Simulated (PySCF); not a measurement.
Species: thioxoethenylidene, C2S (triplet state).
SMILES with atom numbers: `[C:1]=[C:2]=[S:3]`

Theory: UKS B3LYP, IGLO-III on C S, non-relativistic, mean-field spin-orbit, GIAO in PySCF 2.14.0. Isolated species at its PBE0-D3(BJ)/def2-SVP geometry, gas phase.

Principal values of hyperfine tensors in MHz (contact, dipolar and spin–orbit terms together), for some of the nuclei:

```json
{"atom": "S3", "isotope": "33S", "A1": "-32.48", "A2": "35.13", "A3": "35.13"}
{"atom": "C2", "isotope": "13C", "A1": "-16.63", "A2": "-6.83", "A3": "-6.83"}
```

Task: Split each tensor into its isotropic and traceless parts, and turn a_iso into mT with g = 2.0033.

Result: a_iso is a third of the trace, T = A − a_iso, and a(mT) = a(MHz)/(g × 13.996). The tensors hold a spin–orbit part: the run splits a_iso into a_FC + a_SO, and T includes its anisotropic share.

```tsv
atom	a_iso (MHz)	a_FC	a_SO	a_iso (mT)	T1	T2	T3
S3	12.59	13.00	-0.41	0.449	-45.07	22.54	22.54
C2	-10.09	-10.00	-0.10	-0.360	-6.54	3.27	3.27
```

Task: What spin density at the nucleus of S3 lies behind its contact coupling (g_N = 0.42921)?

Result: a_FC = 800.24 MHz bohr³ × g_N × ρ(0)/(2S). With a_FC = 13.00 MHz and 2S = 2, ρ(0) = 0.07569 bohr⁻³.

Task: C1 (13C, g_N = 1.40482) isn't in the table. Its spin density at the nucleus is 0.04409 bohr⁻³. What is its contact coupling?

Result: By the same relation, a_FC = 24.8 MHz. The spin–orbit term adds -0.49 MHz. Its full tensor has the principal values -16.48, 44.68, 44.68 MHz.

Task: Name the largest traceless tensor T of the table and describe it.

Result: S3: -45.1, 22.5, 22.5 MHz (the dipolar term alone has -45.2, 22.6, 22.6), axial, in the ratio +1:+1:−2, as the symmetry of a linear species with an axial spin density requires.
